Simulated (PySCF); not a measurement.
# Relaxation of singlet ClH₇

Method: PBE in PySCF with Cl def2-TZVP, H def2-TZVP; no relativity; density-fitted integrals. A (50,194) grid was used.

A hand-made pentagonal bipyramidal start, of D5h symmetry, held to at least that symmetry:

```xyz
8
charge 0 multiplicity 1, angstrom
Cl    0.0000    0.0000    0.0000
H     0.0000    0.0000    1.3100
H     0.0000    0.0000   -1.3100
H     1.3100    0.0000    0.0000
H     0.4048    1.2459    0.0000
H    -1.0598    0.7700    0.0000
H    -1.0598   -0.7700    0.0000
H     0.4048   -1.2459    0.0000
```

Optimiser trace:
| step | E − E(last) (kJ/mol) | largest gradient (Eh/bohr) |
| --- | --- | --- |
| 0 | 131.72 | 0.06303 |
| 1 | 30.51 | 0.02575 |
| 2 | 5.36 | 0.00974 |
| 3 | 0.47 | 0.00258 |
| 4 | 0.03 | 0.00108 |
| 5 | 0.00 | 0.00049 |
| 6 | 0.00 | 0.00013 |

It ends at D5h with Cl–H 1.378 Å (×2), Cl–H 1.499 Å (×5); H–Cl–H 72.0° (×5), H–Cl–H 90.0° (×10), H–Cl–H 144.0° (×5), H–Cl–H 180.0°. A frequency run shows 2 imaginary modes (one degenerate set), down to 838i cm⁻¹, so it is a higher-order saddle point. Other isomers or separated fragments may lie lower.

Final geometry:
```xyz
8
charge 0 multiplicity 1, angstrom
Cl    0.0000    0.0000    0.0000
H     0.0000    0.0000    1.3775
H     0.0000    0.0000   -1.3775
H     1.4985    0.0000    0.0000
H     0.4631    1.4252    0.0000
H    -1.2123    0.8808    0.0000
H    -1.2123   -0.8808    0.0000
H     0.4631   -1.4252    0.0000
```
